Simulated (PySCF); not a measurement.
# Orbital picture of Li2

PW91 at R = 2.757 Å; PySCF, no relativity, basis sets Li 3-21G. State: ¹Σg⁺ (singlet), closed shell. Only the outer orbitals are listed.

```tsv
orbital	occ.	ε (eV)	main shells (%)
σu	2	-50.35	99 s
σg	2	-50.35	100 s
σg	2	-3.21	93 s
σu	0	-1.82	64 s, 36 p
πu	0	-1.30	100 p
πu	0	-1.30	100 p
```

Problem. Which are the highest filled and the lowest empty level, where do they sit, and how wide is the gap?

Solution. Highest filled σg at -3.21 eV (in %: 93 s); lowest empty σu at -1.82 eV (in %: 64 s, 36 p); the gap at PW91 is 1.39 eV.

```
bond order (Mayer) : 1.03
⟨S²⟩               : 0.000
```

Closed-shell solutions of metal pairs were not tested for spin polarisation, which can lower them a little. 3-21G is very small, so such numbers show the basis as much as the molecule.
